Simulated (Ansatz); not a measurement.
# One shape, several levels: triplet C2H5N

Aim: a comparison of 6 runs (UB3LYP/6-31G*, U-r2SCAN/def2-SVPD, UCAM-B3LYP/def2-SVPD, UPBE0/def2-SVPD, UMP2/def2-SVPD) of triplet C2H5N. 

Program for the calculation: Ansatz 0.2.0.

48 further runs of the same task are left out: 48 set aside as unsound or not needed.

### 1 The system as given

C2H5N: 8 atoms, total charge 0, spin state triplet. SMILES of the parent species: `C1CN1`. The coordinates come from a PBE0-D4/def2-TZVP relaxation. That shape belongs to the parent species and isn't relaxed for this state.

Bond lengths: C1–C2 1.474 Å, C1–N3 1.458 Å, C2–N3 1.458 Å, C1–H4 1.085 Å, C1–H5 1.084 Å, C2–H6 1.084 Å, C2–H7 1.085 Å, N3–H8 1.013 Å. Some angles: C1–C2–N3 59.6°, C2–C1–N3 59.6°, C1–N3–C2 60.7°, C1–C2–H6 119.8°, C1–C2–H7 117.8°, N3–C2–H6 114.9°, N3–C2–H7 118.8°, C2–C1–H4 117.8°, C2–C1–H5 119.8°, N3–C1–H4 118.8°.

### 2 The energy at UB3LYP/6-31G(d) (spherical functions) (run 1)

Input file in.yaml:

```yaml
crystal:
  periodic: [false, false, false]
  atoms:
    - symbol: C
      position_ang: [-0.441950, 0.372860, -0.526630]
    - symbol: C
      position_ang: [0.701820, 0.041300, 0.342680]
    - symbol: "N"
      position_ang: [-0.646410, -0.379240, 0.705850]
    - symbol: H
      position_ang: [-0.523890, -0.146250, -1.476300]
    - symbol: H
      position_ang: [-0.850360, 1.377350, -0.521460]
    - symbol: H
      position_ang: [1.130680, 0.803020, 0.984310]
    - symbol: H
      position_ang: [1.406100, -0.705720, -0.009460]
    - symbol: H
      position_ang: [-0.775990, -1.363310, 0.501020]
basis:
  gaussian:
    orbitals: 6-31G_st_-spherical.json
accuracy: high
output:
  orbitals: {seedname: orbitals}
magnetization:
  spin_polarized: true
  initial_magnetization: 2
hamiltonian:
  xc: {name: B3LYP}
```

The basis set 6-31G* is read from a file made from the Basis Set Exchange's data (not shown).

Launch:

```bash
$ ansatz run in.yaml --threads 1 --pin off --max-ram 3480MiB --events-out events.jsonl --progress --plain --runs-dir runs
```

The program printed:

```text
Warning: RAYON_NUM_THREADS=1 ignored (pool sized by the plan → 1); use --threads N
Functional definition: B3LYP
  name "B3LYP"
  parameter a0 = 0.2
  parameter ax = 0.72
  parameter ac = 0.81
  exchange = (1 - a0 - ax)*slater_x + ax*b88_x + a0*exact_x
  correlation = (1 - ac)*vwn_rpa_c + ac*lyp_c
1303 factors; integrals over basis functions are off by at most 3.1e-9 eV
mean field evaluation 1: about -3630.8106 eV, gradient 3.1e1 eV
mean field evaluation 2: about -3624.9354 eV, gradient 4.7e1 eV
mean field evaluation 4: about -3636.1684 eV, gradient 6.3e0 eV
mean field evaluation 8: about -3636.6549 eV, gradient 1.6e-1 eV
mean field evaluation 16: about -3636.6561 eV, gradient 1.1e-3 eV
mean field evaluation 32: about -3636.6561 eV, gradient 9.9e-7 eV
mean field -3636.65607688 eV, -133.6446458114 hartree, gradient 4.3e-8 eV, S^2 2.002961; 4 other end points of the search recorded, 0 dependent functions left out
reference -3636.65610699 eV, -133.6446469177 hartree; 13, 11 occupied and 39, 41 virtual orbitals, 1303 factors
Total energy: -3636.65610699 eV, -133.6446469177 hartree
```

Wall time 9.3 s (1 thread of Arm Neoverse V2, shared host); peak memory 0.2 GiB.

### 3 The energy at UB3LYP/6-31G(d) (Cartesian functions) (run 2)

Input file input.yaml:

```yaml
crystal:
  periodic: [false, false, false]
  atoms:
    - {symbol: C, position_ang: [-0.441950, 0.372860, -0.526630]}
    - {symbol: C, position_ang: [0.701820, 0.041300, 0.342680]}
    - {symbol: "N", position_ang: [-0.646410, -0.379240, 0.705850]}
    - {symbol: H, position_ang: [-0.523890, -0.146250, -1.476300]}
    - {symbol: H, position_ang: [-0.850360, 1.377350, -0.521460]}
    - {symbol: H, position_ang: [1.130680, 0.803020, 0.984310]}
    - {symbol: H, position_ang: [1.406100, -0.705720, -0.009460]}
    - {symbol: H, position_ang: [-0.775990, -1.363310, 0.501020]}
basis:
  gaussian: {orbitals: "6-31G*"}
magnetization: {spin_polarized: true, initial_magnetization: 2}
hamiltonian: {xc: {name: B3LYP}}
accuracy: high
output: {orbitals: {seedname: orbitals}}
```

Launch:

```bash
$ ansatz run input.yaml --threads 1 --pin off --max-ram 3480MiB --events-out events.jsonl --progress --plain --runs-dir runs
```

The program printed:

```text
Warning: RAYON_NUM_THREADS=1 ignored (pool sized by the plan → 1); use --threads N
[... 7 set-up lines as earlier in the session ...]
1324 factors; integrals over basis functions are off by at most 3.4e-9 eV
mean field evaluation 1: about -3630.9390 eV, gradient 3.2e1 eV
mean field evaluation 2: about -3625.0121 eV, gradient 4.7e1 eV
mean field evaluation 4: about -3636.3195 eV, gradient 6.4e0 eV
mean field evaluation 8: about -3636.7330 eV, gradient 1.8e-1 eV
mean field evaluation 16: about -3636.7343 eV, gradient 1.1e-3 eV
mean field evaluation 32: about -3636.7343 eV, gradient 1.8e-7 eV
mean field -3636.73433927 eV, -133.6475219009 hartree, gradient 6.3e-8 eV, S^2 2.002971; 2 other end points of the search recorded, 0 dependent functions left out
reference -3636.73436954 eV, -133.6475230134 hartree; 13, 11 occupied and 42, 44 virtual orbitals, 1324 factors
Total energy: -3636.73436954 eV, -133.6475230134 hartree
```

Run time: 8.1 s. Hardware: 1 thread of Arm Neoverse V2, shared host; peak memory 0.2 GiB.

Run 3 isn't shown in full; the table further down has it.

### 4 The energy at UCAM-B3LYP/def2-SVPD (run 4)

Changes to input.yaml since step 3:

```diff
@@ -5,3 +5,3 @@
     - {symbol: C, position_ang: [0.701820, 0.041300, 0.342680]}
-    - {symbol: "N", position_ang: [-0.646410, -0.379240, 0.705850]}
+    - {symbol: N, position_ang: [-0.646410, -0.379240, 0.705850]}
     - {symbol: H, position_ang: [-0.523890, -0.146250, -1.476300]}
@@ -12,5 +12,5 @@
 basis:
-  gaussian: {orbitals: "6-31G*"}
+  gaussian: {orbitals: def2-SVPD}
 magnetization: {spin_polarized: true, initial_magnetization: 2}
-hamiltonian: {xc: {name: B3LYP}}
+hamiltonian: {xc: {name: CAM-B3LYP}}
 accuracy: high
```

Launch:

```bash
$ ansatz run input.yaml --threads 1 --pin off --max-ram 3480MiB --events-out events.jsonl --progress --plain --runs-dir runs
```

The program printed:

```text
Warning: RAYON_NUM_THREADS=1 ignored (pool sized by the plan → 1); use --threads N
Functional definition: CAM-B3LYP
  name "CAM-B3LYP"
  parameter alpha = 0.19
  parameter beta = 0.46
  parameter omega = 0.33/bohr
[... 1 set-up line as earlier in the session ...]
  exchange = (1 - alpha - beta)*b88_x + beta*b88_x_sr(omega) + alpha*exact_x + beta*exact_x_lr(omega)
  correlation = (1 - ac)*vwn5_c + ac*lyp_c
2067 factors; integrals over basis functions are off by at most 3.2e-9 eV
425 factors; integrals over basis functions are off by at most 1.9e-9 eV
mean field evaluation 1: about -3627.9954 eV, gradient 2.7e1 eV
mean field evaluation 2: about -3626.4365 eV, gradient 3.5e1 eV
mean field evaluation 4: about -3632.8431 eV, gradient 3.4e0 eV
mean field evaluation 8: about -3633.0301 eV, gradient 1.4e-1 eV
mean field evaluation 16: about -3633.0327 eV, gradient 4.8e-3 eV
mean field evaluation 32: about -3633.0327 eV, gradient 1.6e-6 eV
mean field -3633.03272084 eV, -133.5114899329 hartree, gradient 8.3e-8 eV, S^2 2.003877; 4 other end points of the search recorded, 0 dependent functions left out
reference -3633.03273806 eV, -133.5114905655 hartree; 13, 11 occupied and 87, 89 virtual orbitals, 2067 factors
Total energy: -3633.03273806 eV, -133.5114905655 hartree
```

It took 14 s on 1 thread of Arm Neoverse V2, shared host; peak memory 0.42 GiB.

Run 5 isn't shown in full; the table further down has it.

### 5 A single-point energy at UMP2/def2-SVPD (run 6)

Input file run.yaml:

```yaml
crystal:
  periodic: [false, false, false]
  atoms:
    - {symbol: C, position_ang: [-0.441950, 0.372860, -0.526630]}
    - {symbol: C, position_ang: [0.701820, 0.041300, 0.342680]}
    - {symbol: N, position_ang: [-0.646410, -0.379240, 0.705850]}
    - {symbol: H, position_ang: [-0.523890, -0.146250, -1.476300]}
    - {symbol: H, position_ang: [-0.850360, 1.377350, -0.521460]}
    - {symbol: H, position_ang: [1.130680, 0.803020, 0.984310]}
    - {symbol: H, position_ang: [1.406100, -0.705720, -0.009460]}
    - {symbol: H, position_ang: [-0.775990, -1.363310, 0.501020]}
basis:
  gaussian: {orbitals: def2-SVPD}
total_charge: 0
magnetization: {spin_polarized: true, initial_magnetization: 2}
correlation: {method: mp2, frozen_orbitals: {C: 1, H: 0, "N": 1}}
accuracy: high
```

Launch:

```bash
$ ansatz run run.yaml --threads 1 --pin off --max-ram 3480MiB --events-out events.jsonl --progress --plain --runs-dir runs
```

The program printed:

```text
Warning: RAYON_NUM_THREADS=1 ignored (pool sized by the plan → 1); use --threads N
Functional definition: HF
  name "HF"
  exchange = exact_x
  correlation = 0
2067 factors; integrals over basis functions are off by at most 3.2e-9 eV
mean field evaluation 1: about -3609.3617 eV, gradient 1.4e1 eV
mean field evaluation 2: about -3609.3635 eV, gradient 1.4e1 eV
mean field evaluation 4: about -3611.3574 eV, gradient 2.9e0 eV
mean field evaluation 8: about -3611.5016 eV, gradient 2.3e-1 eV
mean field evaluation 16: about -3611.5061 eV, gradient 1.6e-8 eV
mean field evaluation 32: about -3611.1799 eV, gradient 4.9e0 eV
mean field -3611.50611567 eV, -132.7204017841 hartree, gradient 1.6e-8 eV, S^2 2.012031; 6 other end points of the search recorded, 0 dependent functions left out
3 core orbitals not correlated: weight in the atoms' cores, before any rotation towards them, 1.000 or more for the frozen orbitals, at most 0.000 for the correlated occupied ones
reference -3611.50611567 eV, -132.7204017841 hartree; 10, 8 occupied and 87, 89 virtual orbitals, 2067 factors
second order -11.94161284 eV of doubles, -0.00000000 eV of singles
Total energy: -3623.44772851 eV, -133.1592479615 hartree
```

It took 5.1 s on 1 thread of Arm Neoverse V2, shared host; peak memory 0.29 GiB.

### 6 The series

```tsv
run	level	Cartesian functions	frozen core orbitals	energy (Eh)	HOMO energy (eV)	⟨S²⟩	wall time
1	UB3LYP/6-31G* (spherical functions)	no	–	-133.644647	0.25	2.003	9.3 s
2	UB3LYP/6-31G* (Cartesian functions)	yes	–	-133.647523	0.24	2.003	8.1 s
3	U-r2SCAN/def2-SVPD	no	–	-133.510666	-0.98	2.005	21 s
4	UCAM-B3LYP/def2-SVPD	no	–	-133.511491	-2.23	2.004	14 s
5	UPBE0/def2-SVPD	no	–	-133.433847	-1.46	2.004	11 s
6	UMP2/def2-SVPD	no	3	-133.159248	–	2.012	5.1 s
```

### 7 Summary of results

```
                                          quantity          value
                               run 6: total energy  -133.15925 Eh
run 6: correlation energy (3 core orbitals frozen)     -438.8 mEh
          run 6: ⟨S²⟩ of the reference determinant          2.012
```

Totals of different functionals can't be ranked against each other. All runs together took 68 s, the longest 21 s.
